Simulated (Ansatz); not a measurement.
System: rutile MnO₂. Method: Hartree–Fock (Ansatz, a quantum-chemistry and plane-wave program, plane waves, PAW).

Settings: plane-wave cutoff 460 eV, 6×6×8 k mesh (along the axes of the cell as run), Fermi–Dirac smearing 0.01 eV, spin-polarised with opposed moments, scalar-relativistic PAW data made under PBE.

Cell (measured lattice):

```cif
data_Mn2O4
_chemical_formula_sum 'Mn2 O4'
_space_group_name_H-M_alt 'P 1'
_space_group_IT_number 1
_cell_length_a 4.39830
_cell_length_b 4.39830
_cell_length_c 2.87300
_cell_angle_alpha 90.000
_cell_angle_beta 90.000
_cell_angle_gamma 90.000
loop_
_space_group_symop_operation_xyz
  'x, y, z'
loop_
_atom_site_label
_atom_site_type_symbol
_atom_site_fract_x
_atom_site_fract_y
_atom_site_fract_z
_atom_site_occupancy
Mn1 Mn 0.00000 0.00000 0.00000 1
Mn2 Mn 0.50000 0.50000 0.50000 1
O1 O 0.30465 0.30465 0.00000 1
O2 O 0.80465 0.19535 0.50000 1
O3 O 0.19535 0.80465 0.50000 1
O4 O 0.69535 0.69535 0.00000 1
```
Starting moments (μB, in the order of the record's atoms Mn Mn O O O O): 3.0 -3.0 0.0 0.0 0.0 0.0.

Question: Estimate the band gap and magnetic moment (largest site, within a sphere) that the calculation returns.

Answer: 
- band gap: 10.71 eV (on the SCF k mesh) (direct)
- magnetic moment (largest site, within a sphere): 2.87 μB

Note: the collinear magnetic order is the start's and need not be the measured one; cell and atoms aren't relaxed at this level (largest force component 0.23 eV/Å, pressure -7.4 GPa).

Moments are spin moments.

Cost on a shared machine: roughly 30 core-minutes.
